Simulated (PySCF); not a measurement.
acetone (C3H6O), SMILES C(C)(=O)C.

Coordinates come from a PBE0-D3(BJ)/def2-SVP optimisation.

Method: PBE/def2-TZVP in PySCF.

The molecule is in vacuum.

| Property | Value |
|---|---|
| total energy | -192.98765 hartree |
| point group | C2v |
| highest occupied level | -5.62 eV |
| lowest empty level | -1.54 eV |
| orbital gap | 4.08 eV |
| dipole moment | 2.84 D |
| quadrupole, principal values (traceless, Buckingham form, about the centre of nuclear charge) | -4.68, 2.11, 2.57 D·Å |
| mean static polarisability | 41.5 bohr³ (6.15 Å³) |
| polarisability, principal values | 33.0, 45.6, 46.0 bohr³ |
